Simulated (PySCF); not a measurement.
**SiN(OH) + HCl → ClSiN + H₂O**

Level: PBE0 in the def2-TZVP basis family, all electrons, no relativity, computed in PySCF with density fitting; open shells unrestricted.

```tsv
species	state and structure	E (Eh)	ZPE (kJ/mol)	H(298 K) − H(0) (kJ/mol)	S° (J/(mol K))
SiN(OH)	singlet, Cs, O–H 0.962 Å, Si–N 1.559 Å, Si–O 1.616 Å; H–O–Si 120.9°, N–Si–O 178.9°	-419.77664	42.2	13.8	267.0
HCl	singlet, C∞v, H–Cl 1.279 Å	-460.66440	17.9	8.7	186.6
ClSiN	singlet, C∞v, Si–Cl 2.009 Å, Si–N 1.558 Å; Cl–Si–N 180.0°	-804.06637	12.2	12.9	261.3
H₂O	singlet, C2v, O–H 0.960 Å (×2); H–O–H 105.1°	-76.37736	56.5	9.9	188.7
```

Task: What is the electronic reaction energy?

Result: At PBE0/def2-TZVP, ΔE = -7.1 kJ/mol from the differences of the total energies times 2625.5, downhill. 

Task: Add zero-point, thermal and entropy terms for 298.15 K and 1 bar.

Result: ΔZPE = 8.6 and Δ[H(298) − H(0)] = 0.3 kJ/mol give ΔH° = 1.8 kJ/mol. ΔS° = -3.6 J/(mol K), so ΔG° = 1.8 − 298.15 × (-0.0036) = 3 kJ/mol and log₁₀K = -0.5.

Only the bonding shown was studied: isomers, or loss of a ligand pair, can lie lower.
